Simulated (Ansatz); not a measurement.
```yaml
crystal:
  periodic: [false, false, false]
  atoms:
    - {symbol: Mg, position_ang: [-1.213751, -0.967829, -0.002071]}
    - {symbol: Mg, position_ang: [1.213751, 0.967829, 0.002071]}
    - {symbol: H, position_ang: [-1.732381, 1.112017, -0.002027]}
    - {symbol: H, position_ang: [1.732381, -1.112017, 0.002027]}
basis:
  gaussian: {orbitals: def2-TZVP}
magnetization: {spin_polarized: true, initial_magnetization: 2}
hamiltonian: {xc: pbe0}
relax: {f_tol: 0.004, max_steps: 80}
```

```sh
$ ansatz run in.yaml --threads 1 --pin off --events-out ev --progress --plain --max-ram 2176MiB
```

Steps of the relaxation (energy above the last step; positions in Å, forces in eV/Å):

```
4
step 1, 1588.8 meV
Mg   -1.214   -0.968   -0.002   -0.258    0.780    0.000
Mg    1.214    0.968    0.002    0.258   -0.780    0.000
H    -1.732    1.112   -0.002    0.688   -1.133    0.001
H     1.732   -1.112    0.002   -0.688    1.133   -0.001
```

```
4
step 2, 1065.4 meV
Mg   -1.240   -0.910   -0.002   -0.200    0.211    0.000
Mg    1.240    0.910    0.002    0.200   -0.211    0.000
H    -1.599    0.971   -0.002    0.639   -0.666    0.001
H     1.599   -0.971    0.002   -0.639    0.666   -0.001
```

```
4
step 3, 768.1 meV
Mg   -1.280   -0.928   -0.002    0.073   -0.245    0.000
Mg    1.280    0.928    0.002   -0.073    0.245    0.000
H    -1.436    0.862   -0.002    0.602   -0.096    0.001
H     1.436   -0.862    0.002   -0.602    0.096   -0.001
```

```
4
step 6, 40.2 meV
Mg   -0.956   -1.022   -0.002   -0.374   -0.254   -0.001
Mg    0.956    1.022    0.002    0.374    0.254    0.001
H    -0.854    0.832   -0.001   -0.396    0.223    0.000
H     0.854   -0.832    0.001    0.396   -0.223    0.000
```

```
4
step 9, 0.1 meV
Mg   -0.983   -1.037   -0.002   -0.006    0.010    0.000
Mg    0.983    1.037    0.002    0.006   -0.010    0.000
H    -0.906    0.864   -0.001   -0.009   -0.009    0.000
H     0.906   -0.864    0.001    0.009    0.009    0.000
```

```
4
step 10, 0.0 meV
Mg   -0.984   -1.035   -0.002    0.000    0.000    0.000
Mg    0.984    1.035    0.002    0.000    0.000    0.000
H    -0.908    0.863   -0.001    0.000    0.000    0.000
H     0.908   -0.863    0.001    0.000    0.000    0.000
```

Close pairs at the end: Mg2–H4 1.900 Å, Mg1–H3 1.900 Å, Mg1–H4 1.900 Å, Mg2–H3 1.900 Å, Mg1–Mg2 2.857 Å.

A stationary point of unrestricted PBE0 after 10 steps, with ⟨S²⟩ = 2.001 against 2.00 for a pure state; no frequencies were run, so it isn't proven a minimum. 28 s on 1 thread of Arm Neoverse V1, shared host.
